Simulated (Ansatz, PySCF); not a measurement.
Molecule: N2O (charge 0, singlet). SMILES: N#[N+][O-]
Structure (B3LYP-D3(BJ)/def2-TZVP (Ansatz, a quantum-chemistry and plane-wave program) minimum search):
```
N
N 1 1.1210
O 1 1.1826 2 180.00
```

Quantity: atomisation energy (electronic, to ground-state atoms), in kcal/mol. Correlated levels leave the core frozen unless marked. Open shells are spin-unrestricted. No spin-orbit coupling. No relativistic terms. The coupled-cluster limit lacks core correlation, which all-electron functionals hold. CBS marks a two-point X^-3 extrapolation of the correlation energy; Hartree-Fock from the larger set. [CCSD(T)-MP2]/basis is that difference in the basis named.

| level | program | atomisation energy (kcal/mol) |
|---|---|---|
| HF-D3(BJ)/def2-TZVPD | PySCF + dftd3 | 94.0 |
| PBE-D3(BJ)/def2-TZVPD | Ansatz + dftd3 | 311.0 |
| revPBE/def2-TZVPD | Ansatz | 292.7 |
| TPSS/def2-TZVPD | PySCF | 281.8 |
| M06-L-D4/def2-TZVPD | PySCF + dftd4 | 280.4 |
| B97M-V/def2-TZVPD | Ansatz | 274.4 |
| B3LYP-D4/def2-TZVPD | Ansatz + dftd4 | 276.8 |
| PBE0/def2-QZVPP | Ansatz | 275.8 |
| LC-wPBE/def2-TZVPD | Ansatz | 273.7 |
| B2GP-PLYP-D3(BJ)/def2-TZVPD | Ansatz + dftd3 | 268.9 |
| MP2/cc-pVDZ | Ansatz | 252.8 |
| RI-MP2/aug-cc-pVQZ | Ansatz | 289.5 |
| CCSD/aug-cc-pVTZ | Ansatz | 238.1 |
| CCSD(T)/cc-pVDZ | Ansatz | 229.1 |
| CCSD(T)/cc-pVDZ | PySCF | 229.1 |
| CCSD(T)/aug-cc-pVTZ | Ansatz | 255.6 |
| CCSD(T)/cc-pVTZ | Ansatz | 253.1 |
| CCSD(T)/aug-cc-pVQZ | Ansatz | 263.8 |
| CCSD(T) with core electrons/cc-pwCVTZ | Ansatz | 255.9 |
| RI-MP2/CBS(aug-cc-pVTZ,aug-cc-pVQZ)+[CCSD(T)-MP2]/aug-cc-pVQZ | Ansatz | 269.0 |
| CCSD(T)/CBS(aug-cc-pVTZ,aug-cc-pVQZ) | Ansatz | 268.9 |
